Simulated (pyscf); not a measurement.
Single points on ωB97X-D3(BJ)/def2-SVP structures (PySCF, gas phase). Correlated levels are frozen-core, on RHF or UHF. ΔMP2 is the change of the MP2 total energy from the triple- to the quadruple-zeta basis.

Q: For fluoromethane (H₃C–F) + alane (AlH₃) -> methane (CH₄) + F–AlH₂, a four-centre exchange (singlet surface; C–F, Al–H broken, C–H, Al–F formed), PBE/def2-TZVP gives ΔE‡ = 19.0 kcal/mol and ΔE = -67.8 kcal/mol (zero: the separated reactants). In which direction and how far do PBE0-D3(BJ)/def2-TZVP, M06-2X/def2-TZVP, CCSD(T)/def2-TZVPP + ΔMP2(QZVPP) move these?

A: PBE0-D3(BJ): ΔE‡ = 23.8 kcal/mol, ΔE = -67.8 kcal/mol; M06-2X: ΔE‡ = 26.2 kcal/mol, ΔE = -70.2 kcal/mol; CCSD(T): ΔE‡ = 25.9 kcal/mol, ΔE = -70.9 kcal/mol. PBE's barrier lies under all of them, by 4.9 to 7.3 kcal/mol. Its reaction energy matches one of them and lies within 3.2 kcal/mol of the others. Low barriers are usual for a GGA, whose delocalisation error favours stretched bonds. On the reactant side the descent ends in an adduct with a Al–F contact, 14.0 kcal/mol under the separated species and 39.1 kcal/mol under the saddle at ωB97X-D3(BJ)/def2-TZVP. On the product side the descent ends in a complex, 4.2 kcal/mol under the separated species and 97.6 kcal/mol under the saddle at ωB97X-D3(BJ)/def2-TZVP. What is counted as formed (Al–F) is already present as a longer contact in the reactant adduct; forming that adduct is a step of its own. One saddle was located; it need not be the lowest between these sides. The CCSD(T) − MP2 part came from Ansatz, without density fitting, on the same reference.
